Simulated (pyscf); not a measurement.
Elementary routes open to H₂N–SiH₂• + H₂ in the gas phase (doublet surface):
A. SiH₃• + NH₃ (N–Si, H–H broken; H–Si, H–N formed)
B. H₂N–SiH₃ + H• (H–H broken; H–Si formed)

Optimised with ωB97X-D3(BJ)/def2-SVP in PySCF.

Task: Rank the routes by free-energy barrier at 600 K, lowest first, for ωB97M-D3(BJ)/def2-TZVP energies (ideal gas, 1 atm, RRHO with modes under 100 cm⁻¹ raised to 100, one conformer, R ln 2 for chiral ones without a mode under 150 cm⁻¹).

Result: B (123.4 kJ/mol), A (272.5 kJ/mol)

Route B is the fastest of these, ahead of the next by 149.1 kJ/mol. The most stable products are those of A (ΔG = +31.4 kJ/mol), whose barrier is 149.1 kJ/mol higher: the kinetic and the thermodynamic product differ. At 1200 K B is still the fastest. A: On the product side the descent ends in a complex (not fully relaxed), 17.3 kJ/mol under the separated species and 187.7 kJ/mol under the saddle at ωB97X-D3(BJ)/def2-TZVP. Only these routes are compared; each barrier is that of the saddle found, and lower ones may exist.
